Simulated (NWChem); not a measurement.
Species: N$_{2}$H cation; SMILES N#[NH+]

Computed with NWChem. Geometry: optimised at PBE0/def2-SVP. Level: PBE0/def2-SVP with SMD (1 M gas to 1 M solution), gas-phase geometry. Reactions with the solvent are ignored.

Task: Order these by “solvation free energy (kcal/mol)”, lowest first: water; 1-propanol; cyclohexane; toluene; 1-octanol.

Result: water (-83.1), 1-propanol (-77.7), 1-octanol (-73.0), toluene (-45.7), cyclohexane (-39.3)
